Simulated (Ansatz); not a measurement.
# C₂H₈N₂: how energies converge with the basis set

One table from this session's results is given with a row withheld; the runs are named, their logs left out.

Computed with Ansatz 0.2.0, Gaussian basis. Level: one geometry, several basis sets.

The runs, in order: PBE0-D4/def2-SVP; ωB97M-V/def2-SVP; PBE0-D4/def2-QZVPP; ωB97M-V/def2-QZVPP; the functionals' def2-TZVPP values are taken from earlier runs.

## Structure used throughout

An earlier PBE0-D4 in a triple-zeta def2 set relaxation fixed the geometry.

SMILES `CN(C)N`, 12 atoms, charge 0, spin multiplicity 1.

Atoms are counted from 1 here; the program's logs count them from 0.

Bond lengths: C1–N2 1.444 Å, C1–H5 1.093 Å, C1–H6 1.103 Å, C1–H7 1.091 Å, N2–C3 1.445 Å, N2–N4 1.451 Å, C3–H8 1.091 Å, C3–H9 1.093 Å, C3–H10 1.103 Å, N4–H11 1.018 Å, N4–H12 1.018 Å. Angles: N2–C1–H5 109.8°, N2–C1–H6 112.4°, N2–C1–H7 109.0°, H5–C1–H6 108.5°, H5–C1–H7 107.9°, H6–C1–H7 109.3°, C1–N2–C3 110.4°, C1–N2–N4 106.9°, C3–N2–N4 106.9°, N2–C3–H8 109.0°, N2–C3–H9 109.8°, N2–C3–H10 112.4°, H8–C3–H9 107.9°, H8–C3–H10 109.3°, H9–C3–H10 108.4°, N2–N4–H11 105.1°, N2–N4–H12 105.1°, H11–N4–H12 104.1°.

Set-up of the first run:

in.yaml

```yaml
crystal:
  periodic: [false, false, false]
  atoms:
    - {symbol: C, position_ang: [-0.549735, 1.025710, -0.590509]}
    - {symbol: N, position_ang: [0.254597, -0.152939, -0.366133]}
    - {symbol: C, position_ang: [0.946528, -0.057802, 0.898416]}
    - {symbol: N, position_ang: [-0.660837, -1.274505, -0.262170]}
    - {symbol: H, position_ang: [-1.057785, 0.949131, -1.555724]}
    - {symbol: H, position_ang: [-1.310944, 1.169464, 0.194082]}
    - {symbol: H, position_ang: [0.102915, 1.899618, -0.623933]}
    - {symbol: H, position_ang: [1.612004, 0.806739, 0.874532]}
    - {symbol: H, position_ang: [1.560146, -0.949539, 1.052666]}
    - {symbol: H, position_ang: [0.252735, 0.039773, 1.749724]}
    - {symbol: H, position_ang: [-1.083585, -1.358860, -1.183967]}
    - {symbol: H, position_ang: [-0.066028, -2.096789, -0.186964]}
basis:
  gaussian: {orbitals: def2-SVP}
hamiltonian: {xc: pbe0, dispersion: d4}
output: {orbitals: {seedname: orbitals}}
```

Started as:

```
$ ansatz run in.yaml --threads 4 --pin off --events-out ev --progress --plain --max-ram 10444MiB
```

Steps of the session up to this table: PBE0-D4 in def2-SVP; ωB97M-V in def2-SVP; PBE0-D4 in def2-QZVPP; ωB97M-V in def2-QZVPP.

One table of the session follows, with a row left open; its other results are not shown here.

It belongs to the step «Functionals by basis». 

| functional | basis | HOMO (eV) | LUMO (eV) |
| --- | --- | --- | --- |
| PBE0-D4 | def2-SVP | -5.38 | 1.73 |
| PBE0-D4 | def2-TZVPP | ? | ? |
| PBE0-D4 | def2-QZVPP | -5.69 | 0.63 |
| ωB97M-V | def2-SVP | -7.76 | 3.37 |
| ωB97M-V | def2-TZVPP | -8.02 | 2.46 |
| ωB97M-V | def2-QZVPP | -8.07 | 1.79 |

Estimate the missing values for PBE0-D4, def2-TZVPP.

**Answer.** HOMO (eV): -5.62; LUMO (eV): 1.05. In the column «HOMO (eV)» it lies between PBE0-D4, def2-QZVPP (-5.69) and PBE0-D4, def2-SVP (-5.38).
